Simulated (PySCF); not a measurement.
**Boron: a sound run and one with changed settings**

Sound run: B [He] 2s2 2p1, B⁺ [He] 2s2. Computed with PySCF 2.14 in cc-pVDZ (3s2p1d, 14 functions), with the non-relativistic Hamiltonian (point nucleus). The sound run starts from symmetry-adapted Hartree-Fock orbitals and uses a fine grid where one is needed.

A second run was set up differently.

| species | method | sound run (hartree) | changed run (hartree) | converged |
| --- | --- | --- | --- | --- |
| B | UHF | -24.52996 | -24.52996 | yes |
| B | TPSS | -24.66539 | -24.81171 | yes |
| B | MN15 | -24.62295 | -24.62514 | yes |
| B⁺ | UHF | -24.23456 | -24.23456 | yes |
| B⁺ | TPSS | -24.34276 | -24.52078 | yes |
| B⁺ | MN15 | -24.32165 | -24.37738 | yes |

Ionisation energy of B:

```json
{"method": "UHF", "sound run (eV)": "8.038", "changed run (eV)": "8.038"}
{"method": "TPSS", "sound run (eV)": "8.779", "changed run (eV)": "7.916"}
{"method": "MN15", "sound run (eV)": "8.199", "changed run (eV)": "6.742"}
```

Task: What was changed?
A. radial grid too coarse
B. minimal basis
C. too few SCF iterations
D. level shift left on

Result: A. It used radial step 1.2 in ln r (0.13 in the sound run). A coarse radial grid mis-integrates the density and the exchange-correlation energy, with errors of either sign; Hartree-Fock needs no grid.
